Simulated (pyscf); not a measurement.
HO–GeH₂–Cl + H• → Cl–GeH₂• + H₂O (substitution at O; doublet surface; Ge–O broken, H–O formed). PySCF, gas phase, ωB97X-D3(BJ)/def2-SVP geometries. Correlated levels are frozen-core, on RHF or UHF. ΔMP2 is the change of the MP2 total energy from the triple- to the quadruple-zeta basis. Energies in kJ/mol from the separated reactants.

| level | barrier | reaction energy |
|---|---|---|
| B3LYP-D3(BJ)/def2-TZVP | 40.7 | -78.2 |
| PBE0-D3(BJ)/def2-TZVP | 53.8 | -67.2 |
| M06-2X/def2-TZVP | 74.5 | -62.0 |
| ωB97M-D3(BJ)/def2-TZVP | 69.7 | -71.7 |
| HF/def2-TZVP | 153.2 | -47.9 |
| CCSD/def2-TZVPP | 86.8 | -70.1 |
| CCSD(T)/def2-TZVPP + ΔMP2(QZVPP) | 78.2 | -67.6 |

On the product side the descent ends in a complex, 19.7 kJ/mol under the separated species and 159.4 kJ/mol under the saddle at ωB97X-D3(BJ)/def2-TZVP. One saddle was located; it need not be the lowest between these sides. The angle at the attacked O is 148°. The CCSD(T) − MP2 part came from Ansatz, without density fitting, on the same reference. The frozen core leaves the outer d or s,p core shells of the metals and heavy elements correlated in the MP2 and CC values, and def2-TZVPP describes them poorly, which can shift differences by a few kcal/mol. Elements up to Kr have no core potential and no relativistic terms here.
